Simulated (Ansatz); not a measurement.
A run of Ansatz (development build ahead of 0.2.0) on triplet LiSiS(-) at this shape:

```xyz
3

Li    0.0000    0.0000    0.0000
Si    0.0000    0.0000    4.4820
S     0.0000    1.9332   -1.3536
```

Its results:

| Quantity | Value |
| --- | --- |
| Converged | yes |
| Total energy | -695.11131 hartree |
| Spin squared of the determinant | 2.000 |
| Stability test | minimum among restricted orbitals |

(1) Which input gives this output? Name the method, the orbitals and the basis set, and write the input.

Answers

(1) ωB97X (restricted open-shell) in pcseg-2.

```yaml
crystal:
  periodic: [false, false, false]
  atoms:
    - { symbol: Li, position_ang: [0.0, 0.0, 0.0] }
    - { symbol: Si, position_ang: [0.0, 0.0, 4.482] }
    - { symbol: S, position_ang: [0.0, 1.9332, -1.3536] }
basis:
  gaussian: { orbitals: pcseg-2 }
total_charge: -1
magnetization:
  initial_magnetization: 2
hamiltonian:
  xc: { name: wB97X }
```

Caution: stretched shape with no unrestricted run beside it, a lower state can exist; no diffuse functions for an anion; charge can spread falsely over distant fragments; other spin multiplicities may lie lower.
